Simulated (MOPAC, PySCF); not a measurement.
A series of substituents X on one scaffold: HS-X. Isolated molecules, 0 K electronic values unless said otherwise. One relaxed conformer stands for each flexible species; it need not be the lowest. Strings in code marks are SMILES.

Quantity: vertical ionisation energy (energy after one electron is removed minus that of the parent at the parent's geometry), in eV.

Level 1: B3LYP/6-31G* // B3LYP-D3(BJ)/def2-TZVP (PySCF)
Level 2: minus the HOMO energy of B3LYP/6-31G* // B3LYP-D3(BJ)/def2-TZVP (PySCF)
Level 3: minus the HOMO energy of PBE-D3(BJ)/def2-TZVP // B3LYP-D3(BJ)/def2-TZVP (PySCF)
Level 4: minus the HOMO energy of PM6 // B3LYP-D3(BJ)/def2-TZVP (MOPAC)

```tsv
species	level 1	level 2	level 3	level 4
`FCS` (F–C–S–H torsion 76°)	10.11	7.16	6.30	9.51
`FC(F)S` (F–C–S–H torsion 68°)	10.37	7.40	6.53	9.88
`CS`	9.37	6.42	5.51	8.95
`[C-]#[N+]S`	10.34	7.50	6.76	9.31
`CCS` (C–C–S–H torsion 62°)	9.19	6.38	5.51	8.97
```
